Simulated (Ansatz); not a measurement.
**Ligand exchange: CH3Cl + C4H9Cl → Cl2 + C5H12**

Gas-phase species: CH3Cl `CCl`, singlet; C4H9Cl (2-chloro-2-methylpropane) `CC(C)(C)Cl`, singlet; Cl2 (chlorine), singlet; C5H12 `CC(C)(C)C`, singlet. The partners trade CH3 for Cl: Cl–CH3 and C–Cl bonds give way to Cl–Cl and C–CH3.

Shapes, held fixed at every level: PBE0-D4/def2-TZVP. Programs: Ansatz 0.2.0. Electronic energies: no zero-point or thermal term.

```
               level                    kind  ΔE (kJ/mol)  less CCSD(T)/CBS estimate
         HF/def2-SVP            Hartree–Fock       +119.8                      +20.1
 B3LYP-D4/def2-TZVPP           global hybrid        +96.9                       -2.8
 BHLYP-D4/def2-TZVPP           global hybrid       +104.3                       +4.6
  wB97M-V/def2-TZVPP  range-separated hybrid        +99.1                       -0.6
    CCSD(T)/def2-SVP   coupled cluster or CI       +103.5                       +3.8
       CCSD/def2-SVP   coupled cluster or CI       +104.2                       +4.5
CCSD(T)/CBS estimate   coupled cluster or CI        +99.7                        0.0
```

The highest level, CCSD(T)/CBS estimate, gives ΔE = +99.7 kJ/mol; the levels span +96.9 to +119.8. The column of differences is taken from that level and isn't an error. No measured value is set beside it here. The CBS estimate extrapolates MP2 from def2-TZVPP and def2-QZVPP and adds CCSD(T) − MP2 in the triple-zeta set, cores frozen.
